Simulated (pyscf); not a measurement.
**Insertion: Ga–AsH₂ [singlet] + H₂O -> HO–GaH–AsH₂**

Gas phase, singlet surface, charge 0. Bonds broken: O5–H6. Bonds formed: Ga1–O5, Ga1–H6. Optimised with ωB97X-D3(BJ)/def2-SVP in PySCF. MP2 and CC: frozen core, UHF for open shells. ΔMP2 is the change of the MP2 total energy from the triple- to the quadruple-zeta basis.

Transition state (Å):

```xyz
7

Ga    -0.0540    -0.1499     0.8062
As     0.4114     1.3391    -1.0464
H      1.8519     1.5387    -0.6059
H      0.7481     0.1293    -1.9058
O     -1.4551    -1.4914     0.4001
H     -0.9884    -1.1727     1.6986
H     -2.3609    -1.3279     0.0895
```

One imaginary mode, 1523i cm⁻¹; descent along it reached the two sides named, in the forms told below.

```
bond    change  reactant side (Å)  saddle  product side
------  ------  -----------------  ------  ------------
O5–H6   breaks              0.965   1.416           2.8
Ga1–O5   forms              2.453   1.982         1.787
Ga1–H6   forms                3.1   1.648         1.560
```

Electronic energies relative to the separated reactants (kJ/mol):

```csv
level,barrier,reaction energy,reverse barrier
ωB97X-D3(BJ)/def2-TZVP,137.8,-124.7,262.5
PBE/def2-TZVP,93.8,-107.1,200.9
r²SCAN/def2-TZVP,91.9,-134.9,226.8
B3LYP-D3(BJ)/def2-TZVP,127.1,-101.3,228.5
PBE0-D3(BJ)/def2-TZVP,116.8,-116.9,233.7
M06-2X/def2-TZVP,129.2,-122.6,251.8
ωB97M-D3(BJ)/def2-TZVP,138.7,-108.7,247.4
HF/def2-TZVP,212.9,-109.2,322.1
MP2/def2-QZVPP,120.0,-130.3,250.4
CCSD/def2-TZVPP,148.2,-120.7,268.9
CCSD(T)/def2-TZVPP,130.3,-123.9,254.2
CCSD(T)/def2-TZVPP + ΔMP2(QZVPP),132.8,-116.1,248.9
```

With CCSD(T)/def2-TZVPP + ΔMP2(QZVPP) energies and thermal terms (ideal gas, 1 atm, RRHO with modes under 100 cm⁻¹ raised to 100, one conformer, R ln 2 for rigid chiral ones), in kJ/mol:

| T (K) | ΔH‡ | ΔG‡ | ΔH | ΔG |
|---|---|---|---|---|
| 298 | 121.3 | 162.4 | -119.4 | -76.4 |
| 600 | 123.5 | 203.4 | -116.4 | -33.8 |
| 900 | 127.1 | 242.5 | -111.1 | +6.4 |
| 1200 | 131.0 | 280.4 | -105.2 | +44.7 |

On the reactant side the descent ends in a bound adduct (not fully relaxed), 41.9 kJ/mol under the separated species and 179.7 kJ/mol under the saddle at ωB97X-D3(BJ)/def2-TZVP. One saddle was located; it need not be the lowest between these sides. The CCSD(T) − MP2 part came from Ansatz, without density fitting, on the same reference. The frozen core leaves the outer d or s,p core shells of the metals and heavy elements correlated in the MP2 and CC values, and def2-TZVPP describes them poorly, which can shift differences by a few kcal/mol. Elements up to Kr have no core potential and no relativistic terms here.
